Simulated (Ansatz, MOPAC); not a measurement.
## Isomers of C3H5O

2 of its isomers, all doublets with charge 0: A = `C=CC[O]`; B = `[CH2]OC=C`.

Shapes, held fixed at every level: PBE0-D4/def2-TZVP. Flexible molecules stand in one conformer, not always the lowest. Programs: Ansatz 0.2.0, MOPAC 23.2.5.

Electronic energies in kJ/mol, without zero-point or thermal terms.

```json
{"level": "PM6", "kind": "semi-empirical", "B − A": "-54.1"}
{"level": "HF/def2-SVP", "kind": "Hartree–Fock", "B − A": "+32.1"}
{"level": "SPW92/def2-TZVPP", "kind": "LDA", "B − A": "-30.5"}
{"level": "PBE-D4/def2-TZVPP", "kind": "GGA", "B − A": "-12.7"}
{"level": "r2SCAN-D4/def2-TZVPP", "kind": "meta-GGA", "B − A": "-10.9"}
{"level": "r2SCAN0-D4/def2-TZVPP", "kind": "global hybrid", "B − A": "-4.6"}
{"level": "wB97X-V/def2-TZVPP", "kind": "range-separated hybrid", "B − A": "-3.4"}
{"level": "CCSD(T)/def2-TZVPP", "kind": "coupled cluster or CI", "B − A": "-6.0"}
{"level": "CCSD(T)/CBS estimate", "kind": "coupled cluster or CI", "B − A": "-10.2"}
```

The highest level, CCSD(T)/CBS estimate, puts B lowest of these. HF/def2-SVP puts A lowest. The B − A difference spans -54.1 to +32.1 kJ/mol over the levels. Open shells run unrestricted unless RO is named. The CBS estimate extrapolates MP2 from def2-TZVPP and def2-QZVPP and adds CCSD(T) − MP2 in the triple-zeta set, cores frozen. NDDO rows are differences of heats of formation.
